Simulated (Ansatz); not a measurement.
fcc Cu was calculated with LDA (PAW; Ansatz, a first-principles code).

Numerical settings: plane-wave cutoff 520 eV, 26×26×26 k mesh, Fermi–Dirac smearing 0.05 eV, no spin polarisation, scalar-relativistic PAW data made under PBE.

Cell (relaxed at this level):

```xyz
1
Lattice="0.0000 1.7590 1.7590 1.7590 0.0000 1.7590 1.7590 1.7590 0.0000" Properties=species:S:1:pos:R:3 pbc="T T T"
Cu     0.0000     0.0000     0.0000
```

### Question
Estimate the bulk modulus B0 and pressure derivative B′ of the bulk modulus that the calculation returns.

### Answer

* **bulk modulus B0**: 189 GPa
* **pressure derivative B′ of the bulk modulus**: 5.0

The run finds no gap.

Measured, for comparison: bulk modulus 144 GPa (0 K value with the zero-point phonon effect removed, our sources range from 140 to 145; as tabulated in Mejia-Rodriguez and Trickey (2018), arXiv:1807.09216). Computed (rounded) less measured: bulk modulus +31 % (+30 % to +35 % over the range).

The computed numbers hold no vibrational or temperature effects.
